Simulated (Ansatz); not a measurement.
# [OH···H···N], quartet along the distance O1-H3

Starting geometry:

```tsv
atom	x (Å)	y (Å)	z (Å)
O	-1.0026	-0.0292	0.0000
H	-1.2519	0.8974	0.0000
H	-0.0431	-0.0292	0.0000
N	1.2384	-0.0292	0.0000
```

From there H3 is moved from one fragment to the other while all else, the fragments' distance too, stays fixed; atoms are numbered as listed. Energies are in kcal/mol, counted from the starting geometry at the same level.

Basis cc-pVDZ; Ansatz 0.2.0. Correlated methods freeze the noble-gas cores. Prefix R: restricted or restricted open-shell reference; prefix U: unrestricted.

For open shells CISD is restricted-active-space CI with the open shells as a complete middle space.

Full CI isn't at hand for all of this; UCCSDT(Q) serves as the reference, and is uncertain by about the last step of the cluster series. The frozen core follows each run's orbitals, which can shift R against U totals by a few meV.

```tsv
distance O1-H3 (Å)	UCCSDT(Q)	error UHF	error CISD	error BCCD(T)	error RCCSDT	error UCCSDT	error RCCSDT(Q)
0.892	1.3	-2.9	-0.9	-0.1	0.0	0.0	0.0
0.960	0.0	0.0	0.0	0.0	0.0	0.0	0.0
0.994	1.5	1.5	0.6	0.0	0.0	0.0	0.0
1.029	3.9	3.1	1.2	0.1	0.1	0.0	0.0
1.063	6.8	4.4	1.8	0.2	0.1	0.1	0.0
1.098	10.1	5.5	2.4	0.2	0.1	0.1	0.0
1.132	13.5	5.8	2.7	0.2	0.1	0.1	0.0
1.167	17.1	5.2	2.5	0.3	0.1	0.1	0.0
1.201	20.7	3.5	3.3	0.3	0.1	0.1	0.0
```

Errors are those of relative energies. In total energy the starting point itself misses UCCSDT(Q) by: UHF 197.5, CISD 16.3, BCCD(T) 0.7, RCCSDT 0.4, UCCSDT 0.4, RCCSDT(Q) 0.1 kcal/mol.

Spread of the error over the points with a reference, to 1.201 Å (largest less smallest): RCCSDT(Q) 0.0, UCCSDT 0.1, RCCSDT 0.2, BCCD(T) 0.3, CISD 4.2, UHF 8.7 kcal/mol.
